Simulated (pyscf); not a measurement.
CH₃• (SMILES [CH3]) + H₃C–OH (SMILES CO) → H₃C–O–CH₃ (SMILES COC) + H• (SMILES [H]), a substitution at O (doublet surface; H–O broken, C–O formed). Optimised with ωB97X-D3(BJ)/def2-SVP in PySCF. MP2 and CC: frozen core, UHF for open shells. ΔMP2 is the change of the MP2 total energy from the triple- to the quadruple-zeta basis. Energies in kcal/mol from the separated reactants.

Small-basis levels: PySCF, no dispersion term, spherical d functions. AM1 to PM7: differences of heats of formation from MOPAC, which are fitted to 298 K values and so differ in kind from electronic energies by zero-point and thermal terms. Open shells are spin-unrestricted. 

```
level                             barrier  reaction energy
--------------------------------  -------  ---------------
MP2/6-31G*                           53.2             +8.3
BP86/6-31G*                          36.8            +16.1
B3LYP/LANL2DZ                        42.5            +26.4
B3LYP/6-31G*                         44.2            +16.9
M06-2X/6-31G*                        46.3            +11.9
B3LYP/6-311+G**                      45.8            +25.6
AM1                                  36.8            +26.8
CCSD(T)/def2-TZVPP + ΔMP2(QZVPP)     50.3            +22.7
```

Against the last row the barrier runs from -13.5 (AM1) to +2.9 kcal/mol (MP2/6-31G*). CCSD(T)/def2-TZVPP + ΔMP2(QZVPP) has limits of its own. The same reactants have a lower exit, to H₃C–O• + CH₄ (barrier +10.7 kcal/mol at ωB97M-D3(BJ)/def2-TZVP, against +49.0 kcal/mol here). H₃C–O–CH₃ lies 11.4 kcal/mol over its isomer H₃C–CH₂–OH (electronic energy, ωB97M-D3(BJ)/def2-TZVP). This is the saddle that the search found; another between the same sides may lie lower. The angle at the attacked O is 144°. The CCSD(T) − MP2 part came from Ansatz, without density fitting, on the same reference.
